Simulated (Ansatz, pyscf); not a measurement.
SiH₂ (SMILES [SiH2]) [singlet] + H₃C–OH (SMILES CO) -> SiH₄ (SMILES [SiH4]) + H₂C=O (SMILES C=O), a concerted two-bond exchange on the singlet surface: C–H, H–O broken, H–Si, H–Si formed. Optimised with ωB97X-D3(BJ)/def2-SVP in PySCF. Wave-function energies: Ansatz (a first-principles code), frozen core, RHF or UHF references. In kJ/mol, from the separated reactants.

| level | barrier | reaction energy |
|---|---|---|
| PBE0-D3(BJ)/def2-TZVP | 59.60 | -135.11 |
| ωB97M-D3(BJ)/def2-TZVP | 96.45 | -132.39 |
| CCSD(T)/cc-pV(D+d)Z | 105.23 | -147.43 |
| CCSDT(Q)/cc-pV(D+d)Z | (withheld) | (withheld) |
| CCSD(T)/cc-pV(T+d)Z | 102.10 | -133.46 |
| CCSD(T)/cc-pV(Q+d)Z | (withheld) | -134.91 |

Question: What belongs in the gaps?

Answer: 
- CCSDT(Q)/cc-pV(D+d)Z, barrier: 103.18
- CCSDT(Q)/cc-pV(D+d)Z, reaction energy: -148.19
- CCSD(T)/cc-pV(Q+d)Z, barrier: 98.73

In cc-pV(D+d)Z, going from CCSD(T) to CCSDT(Q) shifts the barrier by -2.05 and the reaction energy by -0.75 kJ/mol. With HF in the quadruple-zeta basis and the correlation energy extrapolated as X⁻³ from X = 3, 4, CCSD(T) gives 96.33 and -134.67; adding the double-zeta shift gives ΔE‡ = 94.28 and ΔE = -135.42 kJ/mol, without core correlation, relativity or geometry relaxation at these levels. On the reactant side the descent ends in a complex, 25.96 kJ/mol under the separated species and 110.52 kJ/mol under the saddle at ωB97X-D3(BJ)/def2-TZVP. At ωB97X-D3(BJ)/def2-TZVP the barrier from the zero used here is 84.56 kJ/mol. The same reactants have a lower exit, to H₃C–O–SiH: [singlet] + H₂ (barrier -2.90 kJ/mol at ωB97M-D3(BJ)/def2-TZVP, against +96.45 kJ/mol here). This is the saddle that the search found; another between the same sides may lie lower.
